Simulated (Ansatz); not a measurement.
# AlH2− (singlet): the correlation ladder at angle H2–Al1–H3 = 107.1°, 6-31++G**

How much of the correlation energy of AlH2− (singlet) does each wave-function method recover here?

Computed with Ansatz 0.2.0, Gaussian basis. Level: 6-31++G**, core rule «outside noble gas», up to 5 orbitals frozen.

The runs, in order: UHF; CCSD(T) on RHF; CCSD(T) on UHF; BCCD(T) on RHF; CISD; CCSDT(Q) on RHF; CCSDT(Q) on UHF; CCSDTQ on RHF; CASSCF and MRCISD+Q, 2 electrons in 2 orbitals; CASSCF and NEVPT2, 2 electrons in 2 orbitals; CASSCF and MRCISD+Q, 6 electrons in 6 orbitals; CASSCF and NEVPT4(SD), 6 electrons in 6 orbitals; CASSCF and NEVPT2, 6 electrons in 6 orbitals; Full CI.

13 further runs of the same task are left out: 7 that didn't finish, 6 set aside as unsound or not needed.

### Step 1. The geometry

The geometry derives from a PBE0/def2-TZVPD stationary point (not a proven minimum). One angle is set to the value named; bond lengths are kept.

3 atoms, charge -1, spin multiplicity 1.

Atoms are counted from 1 here; the program's logs count them from 0.

Bond lengths: Al1–H2 1.697 Å, Al1–H3 1.697 Å. Angles: H2–Al1–H3 107.1°.

### Step 2. UHF

Input file in.yaml:

```yaml
crystal:
  periodic: [false, false, false]
  atoms:
    - {symbol: Al, position_ang: [0.000000, -0.070083, 0.000000]}
    - {symbol: H, position_ang: [0.000000, 0.938029, -1.364876]}
    - {symbol: H, position_ang: [0.000000, 0.938030, 1.364876]}
basis:
  gaussian: {orbitals: "6-31++G**"}
total_charge: -1
magnetization: {spin_polarized: true, initial_magnetization: 0}
hamiltonian: {xc: hf}
output: {orbitals: {seedname: orbitals}}
```

Started as:

```
$ ansatz run in.yaml --threads 1 --pin off --events-out ev --progress --plain --max-ram 2393MiB
```

After this run come: CCSD(T) on RHF; CCSD(T) on UHF; BCCD(T) on RHF; CISD; CCSDT(Q) on RHF; CCSDT(Q) on UHF; CCSDTQ on RHF; CASSCF and MRCISD+Q, 2 electrons in 2 orbitals; CASSCF and NEVPT2, 2 electrons in 2 orbitals; CASSCF and MRCISD+Q, 6 electrons in 6 orbitals; CASSCF and NEVPT4(SD), 6 electrons in 6 orbitals; CASSCF and NEVPT2, 6 electrons in 6 orbitals; Full CI.

Q: Predict the results of all the runs planned. Wanted: FCI below the RHF energy; RMP2 from FCI; UMP2 from FCI; RCCSD from FCI; RCCSD(T) from FCI; UCCSD(T) from FCI; RCCSDT(Q) from FCI; UCCSDT(Q) from FCI; MRCISD+Q pair from FCI.

The runs gave:

```
                         quantity                                                                                                        value
         FCI below the RHF energy                                                                                                   -2.5862 eV
                    RMP2 from FCI                                                                                                 +65.5 kJ/mol
                    UMP2 from FCI                                                                                                 +72.1 kJ/mol
                   RCCSD from FCI                                                                                                  +6.6 kJ/mol
                RCCSD(T) from FCI                                                                                                  +1.7 kJ/mol
                UCCSD(T) from FCI                                                                                                  +2.4 kJ/mol
               RCCSDT(Q) from FCI                                                                                                  +0.1 kJ/mol
               UCCSDT(Q) from FCI                                                                                                  +0.1 kJ/mol
           MRCISD+Q pair from FCI                                                                                                  -2.0 kJ/mol
          NEVPT2 valence from FCI                                                                                                 +52.3 kJ/mol
      NEVPT4(SD) valence from FCI                                                                                                 +12.8 kJ/mol
levels within 1 kcal/mol (43 meV)  RCCSD(T), UCCSD(T), BCCD(T), RCCSDT, UCCSDT, RCCSDT(Q), UCCSDT(Q), RCCSDTQ, MRCISD+Q pair, MRCISD+Q valence
                    T1 diagnostic                                                                                                        0.016
   effectively unpaired electrons                                                                                                         0.09
```

**Reading.** RCCSD(T) lands +1.7 kJ/mol from the yardstick (0.7 % of the correlation energy). MRCISD+Q pair falls below full CI: the +Q correction isn't variational, and the cores differ from full CI's. One determinant dominates. Of the multireference levels listed MRCISD+Q pair comes nearest in total energy (-2.0 kJ/mol), which doesn't show that its space is the better one. These misses are within one basis, not against nature.
